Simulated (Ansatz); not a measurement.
Input for Ansatz (development build ahead of 0.2.0):

```yaml
crystal:
  periodic: [false, false, false]
  atoms:
    - { symbol: Cl, position_ang: [0.0, 0.0, 0.0] }
    - { symbol: Li, position_ang: [0.0, 0.0, 5.06] }
    - { symbol: H, position_ang: [0.0, 2.6519, -1.2366] }
    - { symbol: Si, position_ang: [3.6779, -2.1235, -1.9804] }
basis:
  gaussian: { orbitals: pcseg-2 }
magnetization:
  initial_magnetization: 1
hamiltonian:
  xc: pbe0
```

The input is written out in the form of the current development build from the run's settings.

The run gave:

- Converged: yes
- Total energy: -757.22764 hartree
- Spin squared of the determinant: 0.750
- Stability test: minimum among restricted orbitals

Caution: stretched shape with no unrestricted run beside it, a lower state can exist; charge can spread falsely over distant fragments.
